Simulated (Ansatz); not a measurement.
# AlFH2: the cost of one run

All numbers below are computed with Ansatz 0.2.0 (RKS B3LYP/def2-SVP).

### Step 1. Starting point

Bond lengths: Al1–F2 2.117 Å, Al1–H4 1.600 Å. Angles: F2–Al1–H4 162.3°.

Coordinates:

```xyz
4

Al   -0.0633   -0.0077    0.6459
F     1.0826    0.4469   -1.0752
H     0.2275   -0.3911   -1.2920
H    -1.2468   -0.0481    1.7212
```

### Step 2. A restrained relaxation towards end A

Springs on the bonds that form and break draw the guess towards this end; the thresholds are loose.

The input, input.yaml:

```yaml
crystal:
  periodic: [false, false, false]
  atoms:
    - { symbol: Al, position_ang: [-0.0633, -0.0077, 0.6459] }
    - { symbol: F, position_ang: [1.0826, 0.4469, -1.0752] }
    - { symbol: H, position_ang: [0.2275, -0.3911, -1.292] }
    - { symbol: H, position_ang: [-1.2468, -0.0481, 1.7212] }
basis:
  gaussian: { orbitals: def2-SVP }
hamiltonian:
  xc: b3lyp
relax:
  f_tol: 0.15
  max_steps: 25
  restrain:
    - { distance: [2, 1], at: 2.18, k: 30.0 }
    - { distance: [0, 1], at: 1.78, k: 30.0 }
    - { distance: [0, 2], at: 1.52, k: 30.0 }
```

Command:

```
> ansatz run input.yaml --threads 1 --pin off --max-ram 2048MiB --backend cpu --events-out ev --progress --plain --runs-dir out
```

**Question.** How long does this run take on 1 thread of Arm Neoverse V1, shared host, and how much memory does it need?

About 5.9 s, with a peak of 0.086 GiB.
